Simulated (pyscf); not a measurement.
Optimised with ωB97X-D3(BJ)/def2-SVP in PySCF.

### Question
What is the homolytic dissociation enthalpy (298 K, ωB97M-D3(BJ)/def2-TZVP) of the Si–Si bond of H₂N–Si(SiH₃)(Cl)–Cl, to H₂N–Si•(Cl)–Cl + SiH₃•?

### Answer
Si–Si to H₂N–Si•(Cl)–Cl + SiH₃•: 321.6 kJ/mol. The 7 functionals that were run give +289.2 (r²SCAN) to +340.8 kJ/mol (ωB97X-D3(BJ)). H₂N–Si(SiH₃)(Cl)–Cl lies 58.1 kJ/mol over its isomer H₃Si–NH–SiH(Cl)–Cl, and others may lie lower still (electronic energy, ωB97M-D3(BJ)). Other isomers of H₂N–Si•(Cl)–Cl were not searched in full and may lie lower.
